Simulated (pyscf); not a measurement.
H₂N–Mo(F)(F)(F)(F)–SH (SMILES [NH2][Mo]([F])([F])([F])([F])[SH]) → F–Mo(F)(F)(F)=S (SMILES [F][Mo]([F])([F])([F])=[S]) + NH₃ (SMILES N), an elimination (singlet surface; H–S, Mo–N broken, H–N formed). Single points on ωB97X-D3(BJ)/def2-SVP structures (PySCF, gas phase). Energies in kcal/mol from the reactant's lowest minimum found.

AM1 to PM7: differences of heats of formation from MOPAC, which are fitted to 298 K values and so differ in kind from electronic energies by zero-point and thermal terms. 

Problem. Quick PM6 single points give ΔE‡ = 20.7 kcal/mol and ΔE = -19.8 kcal/mol. What does ωB97M-D3(BJ)/def2-TZVP give, and how far is the quick result from it?

Solution. ωB97M-D3(BJ)/def2-TZVP gives ΔE‡ = 23.9 kcal/mol and ΔE = -17.6 kcal/mol. PM6 lies 3.2 kcal/mol under it in the barrier and 2.2 kcal/mol under it in the reaction energy, so on this step it does not hold to within 3.0 kcal/mol. ωB97M-D3(BJ)/def2-TZVP has limits of its own. On the product side the descent ends in an adduct with a Mo–N contact (not fully relaxed), 13.9 kcal/mol under the separated species and 52.9 kcal/mol under the saddle at ωB97X-D3(BJ)/def2-TZVP. What is counted as broken (Mo–N) persists as a longer contact in the product adduct; parting that adduct is a step of its own. This is the saddle that the search found; another between the same sides may lie lower. In the def2 sets elements past Kr carry core potentials, without spin-orbit coupling.
